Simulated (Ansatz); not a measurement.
# PH₂O+ (triplet): the correlation ladder, cc-pVDZ

Aim: climb from Hartree-Fock through coupled cluster and multireference methods for PH₂O+ (triplet) at one geometry and basis, and see what each rung misses.

Method: cc-pVDZ, core rule «outside noble gas», up to 6 orbitals frozen; program: Ansatz 0.2.0, Gaussian basis.

The runs, in order: UHF; CCSD(T) on ROHF; CCSD(T) on UHF; BCCD(T) on ROHF; CISD; CCSDT(Q) on ROHF; CCSDT(Q) on UHF; CASSCF and MRCISD+Q, 12 electrons in 10 orbitals; CASSCF and NEVPT2, 12 electrons in 10 orbitals.

27 further runs of the same task are left out: 4 for a known fault of the program, 11 that didn't finish, 12 set aside as unsound or not needed.

## 1. The geometry

The geometry is a PBE0/def2-TZVP stationary point (not a proven minimum) of the parent state, kept for this charge and spin.

4 atoms, charge 1, spin multiplicity 3.

Atoms are counted from 1 here; the program's logs count them from 0.

Bond lengths: O1–P2 1.488 Å, P2–H3 1.397 Å, P2–H4 1.397 Å. Angles: O1–P2–H3 123.4°, O1–P2–H4 123.4°, H3–P2–H4 113.3°.

## 2. UHF

Input file in.yaml:

```yaml
crystal:
  periodic: [false, false, false]
  atoms:
    - {symbol: O, position_ang: [0.000000, 0.000000, 1.033778]}
    - {symbol: P, position_ang: [0.000000, 0.000000, -0.454425]}
    - {symbol: H, position_ang: [0.000000, -1.166853, -1.222577]}
    - {symbol: H, position_ang: [0.000000, 1.166853, -1.222577]}
basis:
  gaussian: {orbitals: cc-pVDZ}
total_charge: 1
magnetization: {spin_polarized: true, initial_magnetization: 2}
hamiltonian: {xc: hf}
output: {orbitals: {seedname: orbitals}}
```

Command:

```bash
$ ansatz run in.yaml --threads 1 --pin off --events-out ev --progress --plain --max-ram 2393MiB
```

The runs that follow: CCSD(T) on ROHF; CCSD(T) on UHF; BCCD(T) on ROHF; CISD; CCSDT(Q) on ROHF; CCSDT(Q) on UHF; CASSCF and MRCISD+Q, 12 electrons in 10 orbitals; CASSCF and NEVPT2, 12 electrons in 10 orbitals.

Before running them: what should the planned runs give, taken together? Wanted: UCCSDT(Q) below the RHF energy; RMP2 from UCCSDT(Q); UMP2 from UCCSDT(Q); RCCSD from UCCSDT(Q); RCCSD(T) from UCCSDT(Q); UCCSD(T) from UCCSDT(Q); RCCSDT(Q) from UCCSDT(Q); NEVPT2 valence from UCCSDT(Q); MRCISD+Q valence from UCCSDT(Q).

As calculated:

| quantity | value |
| --- | --- |
| UCCSDT(Q) below the RHF energy | -7.9042 eV |
| RMP2 from UCCSDT(Q) | +26.58 kcal/mol |
| UMP2 from UCCSDT(Q) | +27.22 kcal/mol |
| RCCSD from UCCSDT(Q) | +5.58 kcal/mol |
| RCCSD(T) from UCCSDT(Q) | +1.11 kcal/mol |
| UCCSD(T) from UCCSDT(Q) | +1.14 kcal/mol |
| RCCSDT(Q) from UCCSDT(Q) | +0.05 kcal/mol |
| NEVPT2 valence from UCCSDT(Q) | +26.05 kcal/mol |
| MRCISD+Q valence from UCCSDT(Q) | +1.18 kcal/mol |
| levels within 1 kcal/mol (43 meV) | RCCSDT, UCCSDT, RCCSDT(Q) |
| T1 diagnostic | 0.033 |
| effectively unpaired electrons | 2.02 |

What this shows: RCCSD(T) misses by +1.11 kcal/mol, 0.6 % of the correlation energy. One determinant dominates. Of the multireference levels listed MRCISD+Q valence comes nearest in total energy (+1.18 kcal/mol), which doesn't show that its space is the better one. These misses are within one basis, not against nature; the frozen cores of restricted and unrestricted runs differ, which can shift their rows.
